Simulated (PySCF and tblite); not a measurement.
The numbers below are computed, except where a source is named.
System: C3H5 (charge -1), numbered as in [CH2:1]=[CH:2][CH2-:3].

The path came from a restrained scan, a climbing-image band and a saddle search at GFN2-xTB; energies are PBE0/pcSseg-1 + D3(BJ), IEF-PCM chloroform//GFN2-xTB, thermal terms GFN2-xTB. Rates follow Eyring's equation with the number of equivalent paths and no tunnelling. Run with tblite and PySCF.

The ion is treated without a counter-ion.

Problem. How high is the barrier to the rotation about the C2–C3 bond (torsion C1–C2–C3–H from 179° to 361°, rising), through which structure does it pass, and what rate follows at 298 K?

Solution. The electronic barrier is 24.7 kcal/mol and ΔG‡(298 K) 24.4 kcal/mol, over a Cs saddle with an imaginary mode of 835i cm⁻¹ (GFN2-xTB). With 4 equivalent paths, k is 3.2×10⁻⁵ s⁻¹, a mean lifetime of the start of 8.7 h against this motion.
